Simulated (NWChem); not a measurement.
One site exchanged: F, Br, Cl, I

Each species was optimised at PBE0/def2-SVP with NWChem, gas phase unless a solvent is named. This build's default masses of Se (78.918 u) and Br (79.917 u) are each other's, which moves their modes by up to 0.6 %. For some, no frequency run checked for a minimum. def2 effective core potentials on I; no spin-orbit coupling.

A: [F][Al]([F])[F] (AlF3)
B: [Al]([Br])([F])[F] (AlBrF2)
C: [Cl][Al]([F])[F] (AlClF2)
D: [F][Al]([F])[I] (AlIF2)

| quantity | A (F) | B (Br) | C (Cl) | D (I) |
|---|---|---|---|---|
| Pauling electronegativity of the site (pymatgen's table) | 3.98 | 2.96 | 3.16 | 2.66 |
| electrons in the molecule | 40 | 66 | 48 | 84 |
| dipole (D), PBE0/def2-SVP | 0.00 | 0.68 | 0.43 | 0.99 |
| orbital gap (eV), PBE0/def2-SVP | 10.03 | 7.83 | 8.53 | 6.85 |
| vertical ionisation energy, ΔSCF, PBE/def2-SVP (eV) | 13.25 | 11.48 | 12.07 | 10.60 |
| vertical ionisation energy, ΔSCF, PBE0/def2-SVP (eV) | 14.20 | 11.92 | 12.69 | 10.84 |
| static polarisability, PBE0/def2-SVPD (bohr³) | 20.5 | 41.7 | 34.1 | 55.2 |
| lowest singlet excitation, PBE0/def2-SVPD, TDA (eV) | 8.47 | 6.29 | 7.02 | 5.37 |

“Dipole (D), PBE0/def2-SVP” runs from 0.00 in A (F) to 0.99 in D (I), falling in step with the site's electronegativity. “Orbital gap (eV), PBE0/def2-SVP” runs from 6.85 in D (I) to 10.03 in A (F), rising in step with the site's electronegativity. “Vertical ionisation energy, ΔSCF, PBE/def2-SVP (eV)” runs from 10.60 in D (I) to 13.25 in A (F), rising in step with the site's electronegativity. “Vertical ionisation energy, ΔSCF, PBE0/def2-SVP (eV)” runs from 10.84 in D (I) to 14.20 in A (F), rising in step with the site's electronegativity. “Static polarisability, PBE0/def2-SVPD (bohr³)” runs from 20.5 in A (F) to 55.2 in D (I), falling in step with the site's electronegativity. “Lowest singlet excitation, PBE0/def2-SVPD, TDA (eV)” runs from 5.37 in D (I) to 8.47 in A (F), rising in step with the site's electronegativity. The order by orbital gap (eV) is the same as the order by lowest singlet excitation. The order by vertical ionisation energy is the reverse of the order by static polarisability.

These are trends among computed rows of three or four species; they are not measurements.
